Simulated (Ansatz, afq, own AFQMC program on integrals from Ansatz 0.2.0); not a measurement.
# Where AFQMC and coupled cluster stand for AlNH, doublet

```yaml
atoms:
  - { symbol: Al, position_ang: [0.0000, 0.0000, 0.2833] }
  - { symbol: N, position_ang: [0.0000, 0.0000, -2.1467] }
  - { symbol: H, position_ang: [0.0000, 0.0000, 1.8634] }
```

Connectivity, by distances: AlH ··· N.

Basis 6-31G. Only valence electrons are correlated. AFQMC by an in-house program on the Cholesky factors that Ansatz 0.2.0 writes for its CCSD(T) run. The CISD trial takes its coefficients from CCSD amplitudes. Released means that phaseless walkers are propagated on without the constraint, phases kept. Error bars are statistical, one sigma.

Determinant: ROHF, the one that the program's search chose, which needn't be the lowest solution. The geometry is a point of a scan.

Full CI on the same integrals is exact in this basis and with this determinant's frozen core.

Cautions: a spin-contaminated unrestricted determinant lies lower (UHF 2.02 eV lower, ⟨S²⟩ 2.39); strong correlation (T1 0.178, weight of the determinant 0.48, largest double 0.26); (T) is large, 9 % of the CCSD correlation; (Q) is large, 157 meV, so the cluster series hasn't closed; CCSD(T) is in doubt: in a space of 9 electrons in 8 natural orbitals full CI lies 88 meV below it; the released energies have errors that jump between times, so the bars are unsure, so no released level is given (meV from the phaseless value at times in 1/Eh: -19 ± 9 at 0.24, -24 ± 7 at 0.51, -178 ± 142 at 0.99, -75 ± 14 at 1.62, 71 ± 137 at 2.40).

- T1 diagnostic: 0.1784
- weight of the determinant in the CISD state: 0.477
- size of the correlated space: 9 electrons in 18 orbitals

| level | correlation energy (eV) |
| --- | --- |
| MP2 | -2.8030 |
| CCSD | -4.4026 |
| CCSD(T) | -4.7946 |

Estimate where full CI lies against CCSD(T) on the same integrals.

8.5 kJ/mol below CCSD(T).

Reference: full CI, correlation energy -4.883 eV. The cautions show a poor starting determinant, so the rows tell how each method copes with it here, and full CI is the sure value.

| level | E − E(reference) (kJ/mol) | share of correlation (%) |
| --- | --- | --- |
| CCSD(T) | 8.5 | 98.19 |
| CCSDT | 4.1 | 99.13 |
| CCSDT(Q) | -11.0 | 102.34 |
| CCSDTQ | 0.1 | 99.98 |
| ph-AFQMC/HF | 45.5 ± 3.4 | 90.35 |
| ph-AFQMC/CISD | 17.1 ± 0.9 | 96.36 |

CCSDT and higher add their correlation energy to the determinant of the CCSD(T) run, since their own runs factorise the integrals more tightly (a shift of under 2 meV). A walk keeps the symmetry of its determinant, which the program's search chose and which needn't be the lowest solution, so a lower state of the same spin and another symmetry isn't excluded.
